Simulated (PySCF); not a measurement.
**Shapes and spin states of Si₃**

Level of theory: PySCF, PBE0, basis Si def2-TZVP (no relativity, density fitting).

Relaxations began from a few typed shapes and spin states; open shells are unrestricted. The search is not exhaustive: other isomers or separated fragments can lie lower, and high-lying points may rest on an excited occupation.

```tsv
spin	group	bonds	angles	imaginary modes (cm⁻¹)	ΔE (kJ/mol)	ΔE with ZPE (kJ/mol)
triplet	D3h	Si–Si 2.275 Å (×3)	Si–Si–Si 60.0° (×3)	none	0.0	0.0
broken-symmetry Ms = 0 (⟨S²⟩ 1.03)	C2v	Si–Si 2.252 Å (×2), Si–Si 2.315 Å	Si–Si–Si 59.1° (×2), Si–Si–Si 61.9°	none	7.5	7.3
singlet (closed shell, unstable to spin polarisation)	C2v	Si–Si 2.171 Å (×2), Si–Si 2.748 Å	Si–Si–Si 50.7° (×2), Si–Si–Si 78.5°	none	19.6	20.7
singlet	D∞h	Si–Si 2.165 Å (×2)	Si–Si–Si 180.0°	72i, 72i	105.7	–
triplet	C2v	Si–Si 2.239 Å (×2)	Si–Si–Si 114.1°	none	150.2	149.4
triplet	D∞h	Si–Si 2.227 Å (×2)	Si–Si–Si 180.0°	12i	154.5	–
```

The lowest minimum found is the triplet D3h: Si–Si 2.275 Å (×3); Si–Si–Si 60.0° (×3).

The electron or spin density has lower symmetry than the nuclear frame for the broken-symmetry Ms = 0 (⟨S²⟩ 1.03) C2v at 7.5 kJ/mol, triplet D∞h at 154.5 kJ/mol.
